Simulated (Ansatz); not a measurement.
The same path of CH4BCl + H2 (9 atoms, charge 0, multiplicity 1) was run twice with different band settings. Lost on the way: B1–Cl2, H8–H9. Made: B1–H8, Cl2–H9.

Method: Ansatz, RKS B3LYP/def2-SVP.

Relaxed end points:

```xyz
9
Properties=species:S:1:pos:R:3
B 0.180 -0.724 -0.060
Cl -0.016 -0.238 1.626
C 1.505 -0.476 -0.838
H 1.817 -1.395 -1.367
H 1.294 0.258 -1.641
H 2.339 -0.097 -0.230
H -0.782 -1.239 -0.570
H -0.408 3.665 1.331
H -0.326 2.916 1.444
```

```xyz
9
Properties=species:S:1:pos:R:3
B 0.054 0.453 -0.477
Cl 0.068 0.319 2.476
C 1.443 -0.166 -0.828
H 1.536 -1.244 -0.624
H 1.513 -0.054 -1.933
H 2.310 0.372 -0.412
H -0.957 -0.208 -0.530
H -0.064 1.648 -0.319
H -0.302 1.549 2.342
```

Common settings: movable images 5; climbing image yes; spring 5.0 eV/Å²; optimiser quadratic models (default); start path through a guess of the saddle point; iteration limit 60; end points relaxed.

| run | force threshold |
| --- | --- |
| 1 | 0.03 eV/Å |
| 2 | 0.2 eV/Å |

Task: What does each run give, and how far can it be trusted?

Result: Run 1: converged after 21 iterations, highest image 1.237 eV above the first end. A vibrational analysis at the climbing image gives one clearly imaginary mode, 731i cm⁻¹: a first-order saddle point.
Run 2: converged after 9 iterations, highest image 1.271 eV above the first end. The threshold of 0.2 eV/Å is loose, so the images may lie well off the minimum-energy path. The order of the stationary point at the top wasn't checked.
The orbitals stay closed-shell, which can raise the energy where a bond breaks towards radicals; this wasn't checked here.
